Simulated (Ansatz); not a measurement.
Geometry optimisation, Ansatz, RKS revPBE-D4/def2-SVP.

input.yaml

```yaml
crystal:
  periodic: [false, false, false]
  atoms:
    - { symbol: B, position_ang: [0.007107, 0.626345, -0.337278] }
    - { symbol: H, position_ang: [0.134689, -0.352911, 1.843581] }
    - { symbol: C, position_ang: [1.400406, 0.072676, -0.772655] }
    - { symbol: H, position_ang: [1.481602, -1.026284, -0.64992] }
    - { symbol: H, position_ang: [1.46959, 0.26631, -1.869877] }
    - { symbol: H, position_ang: [2.263924, 0.578457, -0.299348] }
    - { symbol: H, position_ang: [-1.04584, 0.03709, -0.480245] }
    - { symbol: Cl, position_ang: [-0.148541, 2.358625, 0.237955] }
    - { symbol: H, position_ang: [0.049864, 0.362892, 1.856687] }
basis:
  gaussian: { orbitals: def2-SVP }
hamiltonian:
  xc: revpbe
  dispersion: d4
relax:
  f_tol: 0.03
  max_steps: 50
```

Run as:

```bash
$ ansatz run input.yaml --threads 1 --pin off --max-ram 2048MiB --backend cpu --events-out ev --progress --plain --runs-dir out
```

Problem. Where does it end, and by what steps?

Solution. The forces met the threshold. The force dipped under the threshold on the way, but the program's further checks kept it going. After 20 steps the energy has fallen by 0.174 eV; H2 moved furthest, 0.94 Å.

| step | energy less start (eV) | largest force component (eV/Å) | accepted |
| --- | --- | --- | --- |
| 0 | 0.0000 | 1.863 | yes |
| 1 | -0.1123 | 0.683 | yes |
| 2 | -0.1447 | 0.514 | yes |
| 3 | -0.1563 | 0.313 | yes |
| 4 | -0.1653 | 0.065 | yes |
| 5 | -0.1666 | 0.051 | yes |
| 6 | -0.1682 | 0.167 | yes |
| 7 | -0.1698 | 0.142 | yes |
| 8 | -0.1709 | 0.063 | yes |
| 9 | -0.1716 | 0.045 | yes |
| 10 | -0.1721 | 0.074 | yes |
| 11 | -0.1719 | 0.154 | no |
| 12 | -0.1727 | 0.063 | yes |
| 13 | -0.1730 | 0.070 | yes |
| 14 | -0.1732 | 0.084 | yes |
| 15 | -0.1735 | 0.075 | yes |
| 16 | -0.1737 | 0.062 | yes |
| 17 | -0.1737 | 0.058 | yes |
| 18 | -0.1740 | 0.040 | yes |
| 19 | -0.1741 | 0.025 | yes |
| 20 | -0.1742 | 0.023 | yes |

```xyz
9
Properties=species:S:1:pos:R:3
B 0.012 0.812 -0.696
H 0.110 -0.652 2.732
C 1.413 0.174 -0.967
H 1.436 -0.829 -0.481
H 1.529 -0.036 -2.055
H 2.278 0.763 -0.609
H -1.026 0.314 -1.091
Cl -0.159 2.315 0.228
H 0.020 0.062 2.469
```

The run took 42 s on 1 thread of Arm Neoverse V1 (shared host), peak memory 0.13 GiB.
